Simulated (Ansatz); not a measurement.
Program: Ansatz. Geometries: PBE0-D4/def2-TZVP. ΔE: electronic, gas phase. CBS: MP2 limit from def2 TZ/QZ plus the TZ coupled-cluster correction, frozen cores. This one scheme is used for every species. Functionals use def2-TZVPP. B3LYP here is the variant with VWN-RPA as its local correlation; programs differ in this. Triplets are unrestricted, without spin–orbit coupling.

`CC1(C)CC1` → `CC1CC1` + `[CH2]` (triplet)  (formal loss of a carbene)

CCSD(T)/CBS gives +4.64 eV.

Task: Another level gave +4.39 eV. Which?
A. r2SCAN0/def2-TZVPP
B. PBE-QIDH/def2-TZVPP
C. BLYP-D4/def2-TZVPP
D. B3LYP/def2-TZVPP

Result: D. B3LYP 4.39, BLYP-D4 4.52, r2SCAN0 4.31, PBE-QIDH 4.58 eV.

Task: What do rigid-rotor, harmonic-oscillator terms from PBE0-D4/def2-TZVP frequencies (298.15 K, 1 bar) make of the CCSD(T)/CBS value? (Best estimate.)

Result: Ansatz gave: ΔZPE = -0.29 eV, ΔH = +4.42 eV, ΔS = 174 J/(mol·K), ΔG = +3.88 eV. Open shells count their whole term as degenerate.

Largest T1 diagnostic among the species: 0.011.

In def2-TZVPP, CCSD(T) changes the Hartree–Fock value by +1.48 eV (the triples alone add +0.13 eV) and MP2 by +1.63 eV. The D4 term adds +0.14 eV with B3LYP and +0.08 eV with PBE0; it sums over pairs of atoms, weighted by their polarisabilities, and B3LYP, whose exchange is more repulsive, gets the larger term. From PBE to PBE0 (25 % exact exchange), in def2-TZVPP and without D4, ΔE moves by −0.07 eV.
